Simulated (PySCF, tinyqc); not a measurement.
Worked calculation: RHF in the sto-3g basis, for HF, spin multiplicity 1. The lowest restricted solution is unstable here: a spin-polarised one lies 0.0150 hartree lower (PySCF). One step of it, computed by the program tinyqc.

Problem. Iteration 2: building the Fock matrix. J_ij = sum D_kl (ij|kl), K_ij = sum D_kl (ik|jl); F = H + J - 0.5 K; E = tr D H + tr D J / 2 - 0.25 tr D K + E_nn.

D after iteration 1:
```
            1F 1s      1F 2s    1F 2px    1F 2py     1F 2pz      2H 1s
1F 1s    2.119954  -0.505557  0.000000  0.000000   0.035574   0.008127
1F 2s   -0.505557   2.136690  0.000000  0.000000  -0.194814  -0.093487
1F 2px   0.000000   0.000000  2.000000  0.000000   0.000000   0.000000
1F 2py   0.000000   0.000000  0.000000  2.000000   0.000000   0.000000
1F 2pz   0.035574  -0.194814  0.000000  0.000000   1.221292   0.775180
2H 1s    0.008127  -0.093487  0.000000  0.000000   0.775180   0.492482
```

core Hamiltonian H = T + V (hartree):
```
             1F 1s       1F 2s     1F 2px     1F 2py     1F 2pz      2H 1s
1F 1s   -40.421985   -9.484144   0.000000   0.000000  -0.007126  -0.744485
1F 2s    -9.484144  -10.900099   0.000000   0.000000  -0.088968  -1.855405
1F 2px    0.000000    0.000000  -8.583306   0.000000   0.000000   0.000000
1F 2py    0.000000    0.000000   0.000000  -8.583306   0.000000   0.000000
1F 2pz   -0.007126   -0.088968   0.000000   0.000000  -8.626277  -1.361409
2H 1s    -0.744485   -1.855405   0.000000   0.000000  -1.361409  -4.010295
```

Two-electron integrals (ij|kl) in chemists' order, unique and non-zero (hartree):
```
(11|11) 5.403501   (21|11) 0.841920   (21|21) 0.156299   (22|11) 1.268028
(22|21) 0.292344   (22|22) 0.926167   (31|31) 0.027998   (32|31) 0.043169
(32|32) 0.204588   (33|11) 1.264502   (33|21) 0.292403   (33|22) 0.925959
(33|33) 0.997514   (41|41) 0.027998   (42|41) 0.043169   (42|42) 0.204588
(43|43) 0.053770   (44|11) 1.264502   (44|21) 0.292403   (44|22) 0.925959
(44|33) 0.889973   (44|44) 0.997514   (51|51) 0.027998   (52|51) 0.043169
(52|52) 0.204588   (53|53) 0.053770   (54|54) 0.053770   (55|11) 1.264502
(55|21) 0.292403   (55|22) 0.925959   (55|33) 0.889973   (55|44) 0.889973
(55|55) 0.997514   (61|11) 0.066261   (61|21) 0.012208   (61|22) 0.022727
(61|33) 0.022695   (61|44) 0.022695   (61|51) 0.000470   (61|52) 0.000891
(61|55) 0.022795   (61|61) 0.000962   (62|11) 0.189563   (62|21) 0.044385
(62|22) 0.159663   (62|33) 0.157270   (62|44) 0.157270   (62|51) 0.002971
(62|52) 0.024572   (62|55) 0.164289   (62|61) 0.003519   (62|62) 0.035690
(63|31) 0.004377   (63|32) 0.026982   (63|53) 0.004995   (63|63) 0.005010
(64|41) 0.004377   (64|42) 0.026982   (64|54) 0.004995   (64|64) 0.005010
(65|11) 0.138214   (65|21) 0.032750   (65|22) 0.126288   (65|33) 0.121161
(65|44) 0.121161   (65|51) 0.006260   (65|52) 0.045010   (65|55) 0.136398
(65|61) 0.002687   (65|62) 0.034805   (65|65) 0.038787   (66|11) 0.393649
(66|21) 0.093625   (66|22) 0.389464   (66|33) 0.378435   (66|44) 0.378435
(66|51) 0.006717   (66|52) 0.079843   (66|55) 0.411248   (66|61) 0.007442
(66|62) 0.119182   (66|65) 0.136340   (66|66) 0.774606
```

nuclear repulsion = 3.57283938 hartree

Give: Coulomb J; exchange K; Fock matrix F; total energy of this density.

Solution.

Coulomb J (hartree):
```
         1F 1s  1F 2s  1F 2px  1F 2py  1F 2pz  2H 1s
1F 1s   20.289  3.867   0.000   0.000  -0.002  0.302
1F 2s    3.867  9.564   0.000   0.000   0.028  1.625
1F 2px   0.000  0.000   9.571   0.000   0.000  0.000
1F 2py   0.000  0.000   0.000   9.571   0.000  0.000
1F 2pz  -0.002  0.028   0.000   0.000   9.525  1.285
2H 1s    0.302  1.625   0.000   0.000   1.285  4.128
```

exchange K (hartree):
```
         1F 1s   1F 2s  1F 2px  1F 2py  1F 2pz  2H 1s
1F 1s   11.084   1.915   0.000   0.000   0.002  0.162
1F 2s    1.915   3.109   0.000   0.000  -0.043  0.576
1F 2px   0.000   0.000   2.626   0.000   0.000  0.000
1F 2py   0.000   0.000   0.000   2.626   0.000  0.000
1F 2pz   0.002  -0.043   0.000   0.000   2.108  0.604
2H 1s    0.162   0.576   0.000   0.000   0.604  0.699
```

Fock matrix F (hartree):
```
          1F 1s   1F 2s  1F 2px  1F 2py  1F 2pz   2H 1s
1F 1s   -25.675  -6.575   0.000   0.000  -0.011  -0.523
1F 2s    -6.575  -2.891   0.000   0.000  -0.040  -0.519
1F 2px    0.000   0.000  -0.326   0.000   0.000   0.000
1F 2py    0.000   0.000   0.000  -0.326   0.000   0.000
1F 2pz   -0.011  -0.040   0.000   0.000  -0.155  -0.379
2H 1s    -0.523  -0.519   0.000   0.000  -0.379  -0.232
```

total energy of this density = -98.44055 hartree
